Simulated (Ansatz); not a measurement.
Diamond-structure Si, treated with G0W0@HSE06 in Ansatz (plane waves, hard PAW, contour deformation).

The cell has the measured lattice parameters. Conventional cell: a = 5.4300 Å, b = 5.4300 Å, c = 5.4300 Å, α = 90.00°, β = 90.00°, γ = 90.00°.

The quasiparticle gap at Γ at a fixed k mesh 4×4×4:

```
response cutoff          value (eV)
-----------------------  ----------
150 eV, 307 empty bands       3.521
200 eV, 472 empty bands       3.538
250 eV, 660 empty bands       3.546
300 eV, 868 empty bands       3.551
```

Task: Taking the value to converge with the response cutoff E as E^(−3/2), extrapolate from the last two rows.

Result: With y = y∞ + c/w and weights w = 3953 and 5196 for the last two rows, y∞ = (w2 y2 − w1 y1)/(w2 − w1) = (5196 × 3.551 − 3953 × 3.546)/1243 = 3.567 eV, which lies 0.016 beyond the last row. Successive pairs of rows give 3.570, 3.566, 3.567. The limit also hangs on the law assumed, so its last digits aren't firm.

The other settings are not extrapolated, so this is the limit in one setting alone.

The smallest gap on this mesh is 1.51 eV, away from Γ.

Note: GW on a hybrid start was not checked against another program.

Ansatz is an electronic-structure program.
